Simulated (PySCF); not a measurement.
# Electron affinity of P by level of theory

P⁻ [Ne] 3s2 3p4 (3P) → P [Ne] 3s2 3p3 (4S), as a difference of total energies. All numbers are calculated (PySCF 2.14, the spin-free X2C one-electron Hamiltonian (Gaussian nucleus), in aug-cc-pCVTZ-DK with one added diffuse shell each of s, p, d, f type (9s8p6d4f, 91 functions)). Correlated levels: valence: [Ne] frozen; valence and next inner shell: 1s2 frozen; nothing frozen. The calculations carry no spin-orbit coupling.

| method | electron affinity (eV) | plus first-order spin-orbit estimate | error of that sum (eV) |
| --- | --- | --- | --- |
| UHF | -0.328 | -0.316 | -1.063 |
| LDA | 1.052 | 1.064 | +0.317 |
| PBE | 0.900 | 0.912 | +0.165 |
| PBE0 | 0.784 | 0.796 | +0.049 |
| r2SCAN | 0.790 | 0.802 | +0.055 |
| LC-wPBE | 0.743 | 0.755 | +0.008 |
| TPSS | 0.861 | 0.873 | +0.126 |
| PW91 | 0.944 | 0.956 | +0.209 |
| M06-L | 0.633 | 0.645 | -0.102 |
| MP2 (valence) | 0.471 | 0.483 | -0.264 |
| SCS-MP2 (valence) | 0.542 | 0.554 | -0.193 |
| MP2 (valence and next inner shell) | 0.461 | 0.473 | -0.274 |
| SCS-MP2 (valence and next inner shell) | 0.533 | 0.545 | -0.202 |
| MP2 (all electrons) | 0.462 | 0.474 | -0.273 |
| SCS-MP2 (all electrons) | 0.534 | 0.546 | -0.201 |

Reference: 0.747 eV (measured; photodetachment measurements, as compiled on the Wikipedia data page of electron affinities).

A first-order spin-orbit estimate (lowest level to lowest level, LS coupling) adds 0.012 eV.

Errors of the correlated levels include the incompleteness of this basis and the frozen core.

A negative affinity means that the anion lies above the atom at that level of theory.

In the anion the highest occupied orbital energy is positive at LDA, PBE, PBE0, r2SCAN, TPSS, PW91, M06-L, a self-interaction effect; the basis confines that electron, and the energy difference can still be sensible.
